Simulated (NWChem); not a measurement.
System: disulfur (S2, triplet); SMILES S=S

Results from NWChem. Spin-unrestricted. The geometry was optimised at PBE0/def2-SVP, spin-unrestricted. No stability test was run on the SCF state. Solvent water, SMD (1 M gas to 1 M solution), gas-phase geometry. Reactions with the solvent are ignored.

### Question
What does the run give for PBE0/def2-TZVPP? Quantities: solvation free energy (kcal/mol); cavity-dispersion-structure term (kcal/mol).

### Answer
* **solvation free energy (kcal/mol)**: -0.9
* **cavity-dispersion-structure term (kcal/mol)**: -0.8
